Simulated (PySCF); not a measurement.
PySCF input (BP86/def2-SVP):

```python
from pyscf import gto, dft

mol = gto.M(
    atom='''
    N    -0.00000000   -0.00000000   -0.55206952
    N     0.00000000    0.00000000    0.55206952
    ''',
    basis='def2-svp',
    charge=1,
    spin=1,
    symmetry='D2h',
    verbose=4,
)

mf = dft.UKS(mol, xc='bp86')
mf.grids.level = 3
mf.conv_tol = 1e-9
mf.max_cycle = 100
mf.max_memory = 1500
mf.kernel()
if not mf.converged:
    mf = mf.newton()
    mf.kernel(mf.make_rdm1())
mf.dip_moment()
```

From the last part of the output:

```
alpha HOMO (Ag) = -0.842624886958967  LUMO (B3g) = -0.494966888008106
beta  HOMO (B3u) = -0.833028550485106  LUMO (Ag) = -0.767686012521386
  HOMO = -0.833028550485  LUMO = -0.767686012521  gap/eV = 1.77806
cycle= 3 E= -108.873559048538  delta_E= -0.013  |g|= 0.0128  |ddm|= 0.182
alpha HOMO (Ag) = -0.842126594601042  LUMO (B2g) = -0.494571469794975
beta  HOMO (B2u) = -0.834721229185394  LUMO (Ag) = -0.765179874297111
  HOMO = -0.834721229185  LUMO = -0.765179874297  gap/eV = 1.89232
cycle= 4 E= -108.873621677749  delta_E= -6.26e-05  |g|= 0.00173  |ddm|= 0.0165
alpha HOMO (Ag) = -0.842659586739973  LUMO (B3g) = -0.49449911252634
beta  HOMO (B3u) = -0.834466718130322  LUMO (Ag) = -0.764847890943934
  HOMO = -0.83446671813  LUMO = -0.764847890944  gap/eV = 1.89442
cycle= 5 E= -108.873623052733  delta_E= -1.37e-06  |g|= 8.35e-05  |ddm|= 0.00277
alpha HOMO (Ag) = -0.842685470643815  LUMO (B3g) = -0.494535217898907
beta  HOMO (B2u) = -0.834513004963194  LUMO (Ag) = -0.764836054677644
  HOMO = -0.834513004963  LUMO = -0.764836054678  gap/eV = 1.89601
cycle= 6 E= -108.873623057124  delta_E= -4.39e-09  |g|= 5.58e-06  |ddm|= 0.000222
alpha HOMO (Ag) = -0.84268667233073  LUMO (B2g) = -0.494535979403245
beta  HOMO (B2u) = -0.834512120613963  LUMO (Ag) = -0.764836773906466
  HOMO = -0.834512120614  LUMO = -0.764836773906  gap/eV = 1.89596
cycle= 7 E= -108.873623057139  delta_E= -1.53e-11  |g|= 2.95e-07  |ddm|= 1.02e-05
alpha HOMO (Ag) = -0.842686524753722  LUMO (B2g) = -0.494535938617355
beta  HOMO (B3u) = -0.834511982425045  LUMO (Ag) = -0.764836637676687
  HOMO = -0.834511982425  LUMO = -0.764836637677  gap/eV = 1.89596
Extra cycle  E= -108.873623057139  delta_E= 8.53e-14  |g|= 8.04e-08  |ddm|= 5.62e-07
converged SCF energy = -108.873623057139  <S^2> = 0.75200245  2S+1 = 2.0020014

WARN: System has nonzero charge 1; the dipole moment is origin-dependent.
Location of origin: [0. 0. 0.]

Dipole moment(X, Y, Z, Debye):  0.00000,  0.00000,  0.00000
```

The dipole moment of an ion depends on the origin.
